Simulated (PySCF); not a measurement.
Compound: CH₇NSi.
Numbering: `[CH3:1][NH:2][SiH3:3]` (hydrogens: H4, H5, H6 on C1; H7 on N2; H8, H9, H10 on Si3)

Structure used (PBE0-D3(BJ)/def2-SVP), in Å, numbered top down from 1:
```
atom  x, y, z in Å
C1    -1.4205   -0.0861    0.0711
N2    -0.1826    0.6535    0.0267
Si3    1.3824   -0.0823    0.0855
H4    -1.3015   -1.0454   -0.4583
H5    -2.2306    0.4584   -0.4425
H6    -1.7741   -0.3235    1.0940
H7    -0.2580    1.6019    0.3771
H8     1.4706   -1.1142   -0.9939
H9     1.7325   -0.7766    1.3733
H10    2.3877    1.0002   -0.1356
```

Method: core-valence-separated Tamm–Dancoff BHandHLYP/aug-pcX-1 (pcseg-1 on H, def2-SVPD on Si) in PySCF, non-relativistic, gas phase, PBE0-D3(BJ)/def2-SVP geometry. No empirical shift is added; at this level the pattern usually sits a few eV under experiment.

The lowest roots of each edge with f over 0.003 (five at most, numbered afresh; weaker and dark ones are left out), with transition dipoles (au) in the frame of the coordinates:

| root | edge | E (eV) | f | μx | μy | μz |
| --- | --- | --- | --- | --- | --- | --- |
| 1 | C | 286.13 | 0.0118 | -0.0367 | -0.0185 | 0.0003 |
| 2 | C | 286.86 | 0.0089 | 0.0282 | -0.0217 | 0.0027 |
| 3 | C | 286.93 | 0.0277 | 0.0167 | -0.0605 | -0.0002 |
| 4 | C | 287.01 | 0.0348 | 0.0010 | 0.0031 | 0.0703 |
| 5 | C | 288.38 | 0.0032 | -0.0086 | -0.0190 | -0.0035 |
| 6 | N | 399.10 | 0.0111 | -0.0087 | -0.0262 | -0.0193 |
| 7 | N | 400.30 | 0.0255 | -0.0269 | 0.0427 | -0.0067 |
| 8 | N | 400.75 | 0.0062 | -0.0235 | 0.0036 | 0.0083 |
| 9 | N | 400.98 | 0.0138 | 0.0037 | 0.0042 | 0.0372 |
| 10 | N | 401.49 | 0.0055 | 0.0224 | 0.0057 | -0.0049 |

Problem. Molecules are fixed in this frame and the field points along x. What effective strengths 3 f cos²θ do the roots have (θ between field and μ)?

Solution. root 1 (C1): 0.028, root 2 (C1): 0.017, root 3 (C1): 0.006, root 4 (C1): 0.000, root 5 (C1): 0.002, root 6 (N2): 0.002, root 7 (N2): 0.021, root 8 (N2): 0.016, root 9 (N2): 0.000, root 10 (N2): 0.015. Root 1 is the strongest. Averaged over all orientations cos²θ is 1/3, which gives f back.

